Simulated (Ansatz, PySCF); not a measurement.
# Bulk modulus B0 of zinc-blende AlAs: levels of theory against measurement

Reference value: 75 GPa (measured, 0 K value with the zero-point phonon effect removed; as tabulated in Mejia-Rodriguez and Trickey (2018), arXiv:1807.09216).

| level (code) | value (GPa) | cell (Å³/atom) | error (%) |
|---|---|---|---|
| LDA (Ansatz) | 75.5 | 22.30 | +0.7 |
| PBE (Ansatz) | 67.1 | 23.50 | -10.5 |
| B3LYP (VWN-RPA form) (Ansatz) | 69.0 | 23.57 | -8.0 |
| Hartree–Fock (Ansatz) | 80.9 | 23.70 | +7.9 |
| CCSD(T) (PySCF) | 77.5 ± 2 | 22.55 | +3.3 |

Once the reference is moved by up to 5.0 % (a margin picked here for doubts on the reference and the settings) and values within 1.7 % count as equal, the nearest can be LDA (+0.7 %), CCSD(T) (+3.3 %), Hartree–Fock (+7.9 %) or B3LYP (VWN-RPA form) (-8.0 %).

A ± on a computed value is a rough bar: the spread of its extrapolation, a floor set from checks against published values, or a statistical error. Each level is taken at its own relaxed cell. Cutoffs and k meshes differ between the levels. Ansatz's density-functional and Hartree–Fock values are scalar-relativistic unless marked +SOC, with PAW data made under PBE.

Differences are worked out from the printed values.

Ansatz is an electronic-structure program.
